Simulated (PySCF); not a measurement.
# CH3F (fluoromethane) at B3LYP/STO-3G

What is the energy change on altering one bond length of CH3F (fluoromethane) at B3LYP/STO-3G? Input form: a Python script.

Program for the calculation: PySCF 2.14.0.

8 further runs of the same task are left out: 8 set aside as unsound or not needed.

## 1. The molecule

The species is CH3F (5 atoms), meant as a singlet with charge 0. As SMILES, `CF`. The coordinates come from a PBE0-D4/def2-TZVP relaxation.

Bond lengths: C1–F2 1.376 Å, C1–H3 1.092 Å, C1–H4 1.092 Å, C1–H5 1.092 Å. Angles: F2–C1–H3 109.1°, F2–C1–H4 109.1°, F2–C1–H5 109.1°, H3–C1–H4 109.9°, H3–C1–H5 109.9°, H4–C1–H5 109.9°.

## 2. A single-point energy at B3LYP/STO-3G

run.py

```python
from pyscf import gto, dft

molecule = gto.M(
    atom='''
C     -0.095809     0.062172     0.014740
F      2.067549    -1.342650    -0.318608
H     -1.736091    -1.184669    -0.109604
H     -0.198043     1.504222    -1.458869
H     -0.037417     0.960926     1.872152
''',
    basis='sto-3g',
    max_memory=1860,
    unit='bohr',
    spin=0,
    verbose=4,
    charge=0,
)

mf = dft.RKS(molecule, xc='b3lyp')
mf.conv_tol = 1e-10
mf.grids.level = 5
mf.kernel()
if not mf.converged:
    mf = mf.newton().run(mf.mo_coeff, mf.mo_occ)

e_tot = mf.e_tot
print('Final energy', e_tot)
```

Run with:

```
$ OMP_NUM_THREADS=1 python run.py
```

What it wrote:

```text
PySCF version 2.14.0

[INPUT] num. atoms = 5
[INPUT] num. electrons = 18
[INPUT] charge = 0
[INPUT] spin (= nelec alpha-beta = 2S) = 0
[INPUT] symmetry False subgroup None
[INPUT] Mole.unit = bohr
[INPUT] Symbol           X                Y                Z      unit          X                Y                Z       unit  Magmom
[INPUT]  1 C     -0.050699939401   0.032900005557   0.007800072089 AA   -0.095809000000   0.062172000000   0.014740000000 Bohr   0.0
[INPUT]  2 F      1.094099813260  -0.710499782242  -0.168600092817 AA    2.067549000000  -1.342650000000  -0.318608000000 Bohr   0.0
[INPUT]  3 H     -0.918699793283  -0.626899837283  -0.057999939026 AA   -1.736091000000  -1.184669000000  -0.109604000000 Bohr   0.0
[INPUT]  4 H     -0.104799842382   0.796000002565  -0.772000228518 AA   -0.198043000000   1.504222000000  -1.458869000000 Bohr   0.0
[INPUT]  5 H     -0.019800223701   0.508500140581   0.990700173778 AA   -0.037417000000   0.960926000000   1.872152000000 Bohr   0.0

nuclear repulsion = 37.4512548728416
number of shells = 9
number of NR pGTOs = 39
number of NR cGTOs = 13
basis = sto-3g
ecp = {}

******** <class 'pyscf.dft.rks.RKS'> ********
method = RKS
initial guess = minao
damping factor = 0
level_shift factor = 0
DIIS = <class 'pyscf.scf.diis.CDIIS'>
diis_start_cycle = 1
diis_space = 8
diis_damp = 0
SCF conv_tol = 1e-10
SCF conv_tol_grad = None
SCF max_cycles = 50
direct_scf = True
direct_scf_tol = 1e-13
XC library pyscf.dft.libxc version 7.0.0
    S. Lehtola, C. Steigemann, M. J.T. Oliveira, and M. A.L. Marques.,  SoftwareX 7, 1–5 (2018)
XC functionals = b3lyp
    P. J. Stephens, F. J. Devlin, C. F. Chabalowski, and M. J. Frisch.,  J. Phys. Chem. 98, 11623 (1994)
radial grids:
    Treutler-Ahlrichs [JCP 102, 346 (1995); DOI:10.1063/1.469408] (M4) radial grids

becke partition: Becke, JCP 88, 2547 (1988); DOI:10.1063/1.454033
pruning grids: <function nwchem_prune>
grids dens level: 5
symmetrized grids: False
atomic radii adjust function: <function treutler_atomic_radii_adjust>
small_rho_cutoff = 0
Set gradient conv threshold to 1e-05
Initial guess from minao.
tot grids = 157480
init E= -137.791665003489
  HOMO = -0.335207816994533  LUMO = 0.203558251130499  gap/eV = 14.66057
cycle= 1 E= -137.752512623314  delta_E= 0.0392  |g|= 0.321  |ddm|=  2.4
  HOMO = -0.0695212549798589  LUMO = 0.347967858850616  gap/eV = 11.36046
cycle= 2 E= -137.758593975837  delta_E= -0.00608  |g|= 0.338  |ddm|= 0.99
  HOMO = -0.169521590898005  LUMO = 0.33967580817763  gap/eV = 13.85597
cycle= 3 E= -137.795097931354  delta_E= -0.0365  |g|= 0.0154  |ddm|= 0.46
  HOMO = -0.180234841237329  LUMO = 0.330216217403765  gap/eV = 13.89008
cycle= 4 E= -137.795186918539  delta_E= -8.9e-05  |g|= 0.00491  |ddm|= 0.035
  HOMO = -0.17906879102501  LUMO = 0.332129497150891  gap/eV = 13.91041
cycle= 5 E= -137.795194841523  delta_E= -7.92e-06  |g|= 9.49e-05  |ddm|= 0.00671
  HOMO = -0.179023721191801  LUMO = 0.332141912530748  gap/eV = 13.90953
cycle= 6 E= -137.795194845679  delta_E= -4.16e-09  |g|= 1.1e-05  |ddm|= 0.000182
  HOMO = -0.179016306623126  LUMO = 0.332144595548254  gap/eV = 13.90940
cycle= 7 E= -137.79519484573  delta_E= -5.12e-11  |g|= 2.65e-07  |ddm|= 1.87e-05
  HOMO = -0.179016574224589  LUMO = 0.33214441093881  gap/eV = 13.90940
Extra cycle  E= -137.79519484573  delta_E= -1.42e-13  |g|= 9.11e-08  |ddm|= 5.77e-07
converged SCF energy = -137.79519484573
Final energy -137.79519484573012
```

Wall time 1.8 s (1 thread of Intel Xeon Platinum 8488C (Sapphire Rapids), shared host); peak memory 0.17 GiB.

## 3. The distorted shape at the same level

input.py

```python
from pyscf import gto, dft

mol = gto.M(
    atom='''
C    0.383276   0.362782   0.040698
F    1.528076  -0.380618  -0.135702
H   -0.918700  -0.626900  -0.058000
H    0.329176   1.125882  -0.739102
H    0.414176   0.838382   1.023598
''',
    charge=0,
    verbose=4,
    max_memory=1860,
    basis='sto-3g',
)

myscf = dft.RKS(mol)
myscf.xc = 'b3lyp'
myscf.grids.level = 5
myscf.conv_tol = 1e-10
myscf.kernel()
if not myscf.converged:
    myscf = myscf.newton().run(myscf.mo_coeff, myscf.mo_occ)

etot = myscf.e_tot
print('Final energy', etot)
```

Run with:

```
$ OMP_NUM_THREADS=1 python input.py
```

What it wrote:

```text
PySCF version 2.14.0

[INPUT] num. atoms = 5
[INPUT] num. electrons = 18
[INPUT] charge = 0
[INPUT] spin (= nelec alpha-beta = 2S) = 0
[INPUT] symmetry False subgroup None
[INPUT] Mole.unit = angstrom
[INPUT] Symbol           X                Y                Z      unit          X                Y                Z       unit  Magmom
[INPUT]  1 C      0.383276000000   0.362782000000   0.040698000000 AA    0.724286670119   0.685558622922   0.076908073818 Bohr   0.0
[INPUT]  2 F      1.528076000000  -0.380618000000  -0.135702000000 AA    2.887645137521  -0.719263778080  -0.256439614556 Bohr   0.0
[INPUT]  3 H     -0.918700000000  -0.626900000000  -0.058000000000 AA   -1.736091390638  -1.184669307490  -0.109604115225 Bohr   0.0
[INPUT]  4 H      0.329176000000   1.125882000000  -0.739102000000 AA    0.622052486780   2.127608628578  -1.396700358118 Bohr   0.0
[INPUT]  5 H      0.414176000000   0.838382000000   1.023598000000 AA    0.782679207368   1.584312367765   1.934319881653 Bohr   0.0

nuclear repulsion = 35.9345410724411
number of shells = 9
number of NR pGTOs = 39
number of NR cGTOs = 13
basis = sto-3g
ecp = {}

******** <class 'pyscf.dft.rks.RKS'> ********
method = RKS
initial guess = minao
damping factor = 0
level_shift factor = 0
DIIS = <class 'pyscf.scf.diis.CDIIS'>
diis_start_cycle = 1
diis_space = 8
diis_damp = 0
SCF conv_tol = 1e-10
SCF conv_tol_grad = None
SCF max_cycles = 50
direct_scf = True
direct_scf_tol = 1e-13
XC library pyscf.dft.libxc version 7.0.0
    S. Lehtola, C. Steigemann, M. J.T. Oliveira, and M. A.L. Marques.,  SoftwareX 7, 1–5 (2018)
XC functionals = b3lyp
    P. J. Stephens, F. J. Devlin, C. F. Chabalowski, and M. J. Frisch.,  J. Phys. Chem. 98, 11623 (1994)
radial grids:
    Treutler-Ahlrichs [JCP 102, 346 (1995); DOI:10.1063/1.469408] (M4) radial grids

becke partition: Becke, JCP 88, 2547 (1988); DOI:10.1063/1.454033
pruning grids: <function nwchem_prune>
grids dens level: 5
symmetrized grids: False
atomic radii adjust function: <function treutler_atomic_radii_adjust>
small_rho_cutoff = 0
Set gradient conv threshold to 1e-05
[... 1 set-up line as earlier in the session ...]
tot grids = 157480
init E= -137.600766387261
  HOMO = -0.269715876793209  LUMO = 0.0538891656234202  gap/eV = 8.80574
cycle= 1 E= -137.665592273745  delta_E= -0.0648  |g|= 0.336  |ddm|= 2.39
  HOMO = -0.0886093135690181  LUMO = 0.096221904316712  gap/eV = 5.02951
cycle= 2 E= -137.621668153678  delta_E= 0.0439  |g|= 0.537  |ddm|=  1.2
  HOMO = -0.177866705551201  LUMO = 0.131214389712223  gap/eV = 8.41052
cycle= 3 E= -137.711202120795  delta_E= -0.0895  |g|= 0.0228  |ddm|= 0.701
  HOMO = -0.181026425809145  LUMO = 0.1265002724014  gap/eV = 8.36823
cycle= 4 E= -137.711244722036  delta_E= -4.26e-05  |g|= 0.0209  |ddm|= 0.0779
  HOMO = -0.183707734823886  LUMO = 0.127022761193429  gap/eV = 8.45541
cycle= 5 E= -137.711476759195  delta_E= -0.000232  |g|= 0.00148  |ddm|= 0.0412
  HOMO = -0.183157503333545  LUMO = 0.12768895885114  gap/eV = 8.45856
cycle= 6 E= -137.711477632965  delta_E= -8.74e-07  |g|= 0.000287  |ddm|= 0.00273
  HOMO = -0.183142644853808  LUMO = 0.127637673066742  gap/eV = 8.45676
cycle= 7 E= -137.71147767879  delta_E= -4.58e-08  |g|= 4.07e-05  |ddm|= 0.000513
  HOMO = -0.183133016380679  LUMO = 0.127632312018967  gap/eV = 8.45636
cycle= 8 E= -137.71147767954  delta_E= -7.49e-10  |g|= 2.33e-06  |ddm|= 7.39e-05
  HOMO = -0.183133609164233  LUMO = 0.127632580540834  gap/eV = 8.45638
cycle= 9 E= -137.711477679543  delta_E= -2.81e-12  |g|= 3.33e-08  |ddm|= 4.3e-06
  HOMO = -0.183133606379966  LUMO = 0.127632574685916  gap/eV = 8.45638
Extra cycle  E= -137.711477679543  delta_E=    0  |g|= 2.83e-08  |ddm|= 1.04e-07
converged SCF energy = -137.711477679543
Final energy -137.71147767954264
```

Wall time 2.4 s (1 thread of Intel Xeon Platinum 8488C (Sapphire Rapids), shared host); peak memory 0.17 GiB.

## 4. What came out

At B3LYP/STO-3G:

| quantity | value |
| --- | --- |
| first shape: total energy | -137.79519 Eh |
| first shape: dipole moment | 0.90 D |
| first shape: HOMO energy | -4.87 eV |
| first shape: LUMO energy | 9.04 eV |
| first shape: HOMO–LUMO gap | 13.91 eV |
| distorted shape: total energy | -137.71148 Eh |
| distorted shape: dipole moment | 0.73 D |
| distorted shape: HOMO energy | -4.98 eV |
| distorted shape: LUMO energy | 3.47 eV |
| distorted shape: HOMO–LUMO gap | 8.46 eV |
| energy change with the C1–H3 bond stretched from 1.092 to 1.638 Å | 2.278 eV |

**Reading.** With the C1–H3 bond stretched from 1.092 to 1.638 Å the energy rises by 2.28 eV (53 kcal/mol). The first shape isn't relaxed at this level, so the change isn't measured from a minimum. The minimal basis adds a large error of its own. Mulliken charges (first shape) run from -0.12 on C1 to +0.08 on H3; they depend strongly on the basis. Mulliken charges (distorted shape) run from -0.08 on F2 to +0.08 on H4.
